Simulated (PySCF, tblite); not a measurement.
# A complex of carbon dioxide and 2 × water

A gas-phase complex of carbon dioxide and 2 × water; neutral, singlet. The structure comes from a short search (6 tight-binding starts) and was relaxed by PBE0-D3(BJ)/def2-SVPD; another way of binding may lie lower. Frequencies by PBE0-D3(BJ)/def2-SVPD show no clear imaginary mode.

Parts: 1 = carbon dioxide (O=C=O), atoms 1–3; 2 = water (O), atoms 4–6; 3 = water (O), atoms 7–9.

```tsv
atom	part	x (Å)	y (Å)	z (Å)
O1	1	-1.032	0.913	0.368
C2	1	-0.082	0.309	0.105
O3	1	0.902	-0.242	-0.179
O4	2	-1.104	-2.130	0.805
H5	2	-0.355	-2.734	0.672
H6	2	-1.749	-2.600	1.336
O7	3	1.402	-3.158	0.128
H8	3	1.558	-2.223	-0.055
H9	3	1.510	-3.606	-0.715
```

Contacts between parts, classed by geometry: H5···O7 1.887 Å (hydrogen bond, 154°); H8···O3 2.090 Å (hydrogen bond, 151°).

Interaction energies are complex less parts, with the parts frozen as they stand in it; counterpoise-corrected, in kcal/mol (PySCF).

**Question.** Give the interaction energy at each level run.

**Answer.** 
```csv
level,interaction,superposition error removed
wB97M-D3(BJ)/def2-TZVPD,-10.20,-0.18
PBE0-D3(BJ)/def2-TZVPD,-10.38,-0.18
RI-MP2/def2-TZVPD,-8.92,-1.26
```

**Question.** What holds them together? Decompose the wB97M-D3(BJ)/def2-TZVPD energy: frozen parts, their antisymmetrised product, then relaxation.

**Answer.** electrostatic -17.6, Pauli repulsion +16.0, orbital relaxation -6.7, dispersion correction -2.1 kcal/mol, which sum to the value before the counterpoise correction; the Pauli term holds the exchange-correlation of the frozen density too. Of the attraction, 66 % is electrostatic, 26 % is orbital relaxation, 8 % is dispersion correction.

**Question.** Are the pair energies additive?

**Answer.** The pairs sum to -9.07 kcal/mol (1–2 -2.9, 1–3 -1.6, 2–3 -4.6); the rest of -1.13 is a many-body strengthening.

The parts were also relaxed and run alone, at the levels used for the complex: vibrations by PBE0-D3(BJ)/def2-SVPD; shieldings by PBE0/pcSseg-2; core levels by delta-SCF with SCAN, pcX-2 on the ionised atom and pcseg-1 elsewhere, spin-free X2C.

Values alone: O4–H5 bond (Å): 0.961; stretch carried by H5 (cm⁻¹, harmonic): 3880, 3991; its infrared intensity (km/mol): 8, 79; shielding of H5 (ppm): 30.85; shielding of O7 (ppm): 328.9; shielding of H8 (ppm): 30.85; shielding of O3 (ppm): 212.7; O3 1s core level (eV): 541.30; O4 1s core level (eV): 539.76; O7 1s core level (eV): 539.76.

**Question.** What does binding change?

**Answer.** 
```csv
property,alone,in the complex,change
O4–H5 bond (Å),0.961,0.972,+0.011
"stretch carried by H5 (cm⁻¹, harmonic)","3880, 3991",3689,-246 from the mean
its infrared intensity (km/mol),"8, 79",357,
shielding of H5 (ppm),30.85,26.74,-4.11
shielding of O7 (ppm),328.9,315.2,-13.7
shielding of H8 (ppm),30.85,29.04,-1.82
shielding of O3 (ppm),212.7,214.0,+1.4
O3 1s core level (eV),541.30,540.83,-0.47
O4 1s core level (eV),539.76,538.91,-0.84
O7 1s core level (eV),539.76,539.82,+0.06
```
